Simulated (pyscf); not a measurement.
**Concerted two-bond exchange: HGa=AsH + hydrogen (H₂) → Ga–AsH₂ [singlet] + hydrogen (H₂)**

Gas phase, singlet surface, charge 0. Bonds broken: Ga2–H4, H5–H6. Bonds formed: As1–H5, H4–H6. Structures and frequencies: ωB97X-D3(BJ)/def2-SVP in PySCF.

Transition state (Å):

```xyz
6

As     0.3296    -0.6513     0.4404
Ga    -2.0779    -0.3943     0.4258
H     -0.0068    -2.1383     0.5759
H     -2.4347     1.1737    -0.1930
H     -0.6237     0.5196    -0.8593
H     -1.3150     1.1727    -0.6923
```

One imaginary mode, 1625i cm⁻¹; descent along it reached the two sides named.

```csv
bond,change,reactant side (Å),saddle,product side
Ga2–H4,breaks,1.554,1.723,2.8
H5–H6,breaks,0.764,0.966,3.1
As1–H5,forms,3.3,1.992,1.526
H4–H6,forms,2.8,1.226,0.763
```

Electronic energies relative to the separated reactants (kcal/mol):

```tsv
level	barrier	reaction energy	reverse barrier
ωB97X-D3(BJ)/def2-TZVP	50.7	-11.2	61.8
PBE/def2-TZVP	36.9	-8.7	45.6
r²SCAN/def2-TZVP	42.1	-6.4	48.5
B3LYP-D3(BJ)/def2-TZVP	42.7	-12.1	54.8
PBE0-D3(BJ)/def2-TZVP	42.1	-9.5	51.6
M06-2X/def2-TZVP	49.8	-9.6	59.4
ωB97M-D3(BJ)/def2-TZVP	47.8	-12.3	60.1
HF/def2-TZVP	69.3	-13.4	82.7
```

With ωB97M-D3(BJ)/def2-TZVP energies and thermal terms (ideal gas, 1 atm, RRHO with modes under 100 cm⁻¹ raised to 100, one conformer, R ln 2 for chiral ones without a mode under 150 cm⁻¹), in kcal/mol:

```tsv
T (K)	ΔH‡	ΔG‡	ΔH	ΔG
298	48.0	56.0	-11.5	-11.9
600	46.9	64.7	-11.6	-12.3
900	46.8	73.7	-11.8	-12.6
1200	47.1	82.6	-11.9	-12.9
```

The same reactants have a lower exit, to H₂Ga–AsH₂ (barrier +26.5 kcal/mol at ωB97M-D3(BJ)/def2-TZVP, against +47.8 kcal/mol here). One saddle was located; it need not be the lowest between these sides. Elements up to Kr have no core potential and no relativistic terms here.
